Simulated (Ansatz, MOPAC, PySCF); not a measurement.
Stepwise substitution at one centre (Al F-CH3). Gas-phase values, no solvent. Strings in code marks are SMILES.

Quantity: redistribution energy (mixed species minus the weighted end members), in eV. Semi-empirical values (MOPAC) are differences of heats of formation.

Level 1: frozen-core CCSD(T)/cc-pVTZ // B3LYP-D3(BJ)/def2-TZVP (Ansatz, a first-principles code)
Level 2: PBE-D3(BJ)/def2-TZVP // B3LYP-D3(BJ)/def2-TZVP (PySCF)
Level 3: B3LYP/6-31G* // B3LYP-D3(BJ)/def2-TZVP (PySCF)
Level 4: AM1 // B3LYP-D3(BJ)/def2-TZVP (MOPAC)

```csv
species,level 2,level 3,level 4
1 of 3 F replaced by CH3: `[F][Al]([F])[CH3]`,-0.248,-0.300,-0.143
2 of 3 F replaced by CH3: `[CH3][Al]([CH3])[F]`,-0.200,-0.258,-0.115
```

Q: What does level 1 give for each?

A: 
- 1 of 3 F replaced by CH3: `[F][Al]([F])[CH3]`: -0.223
- 2 of 3 F replaced by CH3: `[CH3][Al]([CH3])[F]`: -0.178
